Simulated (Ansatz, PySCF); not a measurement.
Dissociation curve of C2H3N, SMILES CC#N. The C2–N6 bond (C2 also carries C; N6 carries nothing else) is pulled apart rigidly from the PBE0/def2-TZVP optimised geometry.

- RKS-B3LYP/6-31G* = restricted B3LYP/6-31G*, spherical d (PySCF)
- UKS-B3LYP/LANL2DZ = unrestricted B3LYP/LANL2DZ run with PySCF 2.14.0
- RKS-BP86/6-31G* = restricted BP86/6-31G*, spherical d in PySCF
- UCCSD(T) = CCSD(T) on UHF/cc-pVTZ, frozen core (Ansatz, a first-principles code)

Energies relative to the lowest point of each curve near equilibrium, in mEh; the last columns give the difference from UCCSD(T):

| R / Å | RKS-B3LYP/6-31G* | UKS-B3LYP/LANL2DZ | RKS-BP86/6-31G* | UCCSD(T) | RKS-B3LYP/6-31G* − UCCSD(T) | UKS-B3LYP/LANL2DZ − UCCSD(T) | RKS-BP86/6-31G* − UCCSD(T) |
|---|---|---|---|---|---|---|---|
| 0.87 | 378.3 | 410.4 | 394.7 | 358.2 | 20.1 | 52.2 | 36.4 |
| 0.92 | 228.2 | 254.5 | 242.1 | 216.3 | 12.0 | 38.2 | 25.8 |
| 0.96 | 143.6 | 165.1 | 155.4 | 136.2 | 7.3 | 28.9 | 19.1 |
| 1.03 | 51.3 | 65.0 | 59.2 | 48.9 | 2.3 | 16.1 | 10.3 |
| 1.10 | 9.1 | 15.8 | 13.1 | 8.9 | 0.2 | 6.9 | 4.2 |
| 1.15 | 0.0 | 2.0 | 1.1 | 0.0 | 0.0 | 2.0 | 1.1 |
| 1.18 | 0.6 | 0.0 | 0.0 | 0.3 | 0.3 | -0.3 | -0.3 |
| 1.24 | 11.9 | 6.5 | 7.9 | 11.4 | 0.6 | -4.9 | -3.5 |
| 1.28 | 25.1 | 16.6 | 18.7 | 24.4 | 0.6 | -7.8 | -5.7 |
| 1.32 | 41.3 | 30.1 | 32.7 | 40.3 | 1.0 | -10.2 | -7.6 |
| 1.43 | 95.4 | 77.5 | 80.8 | 92.5 | 2.9 | -15.1 | -11.7 |
| 1.55 | 160.0 | 135.7 | 139.5 | 154.2 | 5.8 | -18.5 | -14.7 |
| 1.71 | 241.9 | 200.5 | 214.9 | 228.5 | 13.4 | -27.9 | -13.6 |
| 1.90 | 323.5 | 257.8 | 291.4 | 293.9 | 29.6 | -36.1 | -2.5 |
| 2.05 | 374.3 | 291.8 | 340.3 | 329.9 | 44.4 | -38.1 | 10.4 |
| 2.35 | 443.4 | 351.3 | 410.8 | 368.1 | 75.3 | -16.8 | 42.8 |
| 2.54 | 470.2 | 357.9 | 440.4 | 376.9 | 93.3 | -19.0 | 63.5 |
| 2.79 | 493.1 | 360.9 | 466.6 | 381.6 | 111.5 | -20.7 | 85.0 |
| 3.10 | 509.9 | 362.3 | 485.4 | 383.6 | 126.3 | -21.3 | 101.8 |
| 3.46 | 520.9 | 363.3 | 496.3 | 384.4 | 136.5 | -21.1 | 111.9 |
| 4.05 | 529.6 | 364.1 | 502.9 | 384.9 | 144.7 | -20.8 | 118.0 |

RKS-B3LYP/6-31G* is furthest from UCCSD(T) at 4.05 (144.7 mEh, above); its mean absolute difference over the points is 39.4 mEh.

UKS-B3LYP/LANL2DZ is furthest from UCCSD(T) at 0.87 (52.2 mEh, above); its mean absolute difference over the points is 20.1 mEh.

RKS-BP86/6-31G* is furthest from UCCSD(T) at 4.05 (118.0 mEh, above); its mean absolute difference over the points is 32.9 mEh.

The restricted form behind RKS-B3LYP/6-31G*, RKS-BP86/6-31G* keeps the bonding electrons paired and can't separate into open-shell fragments. The unrestricted solution behind UKS-B3LYP/LANL2DZ changes between 1.71 and 1.90 Å, which can leave a kink. The unrestricted determinant behind UKS-B3LYP/LANL2DZ is spin-contaminated at 1.55 to 4.05 Å (<S²> up to 2.0, against 0.00 for a pure singlet). The unrestricted solution behind UCCSD(T) changes between 1.32 and 1.43 Å and between 1.71 and 1.90 Å, which can leave a kink. The unrestricted determinant behind UCCSD(T) is spin-contaminated at 1.24 to 4.05 Å (<S²> up to 3.0, against 0.00 for a pure singlet).
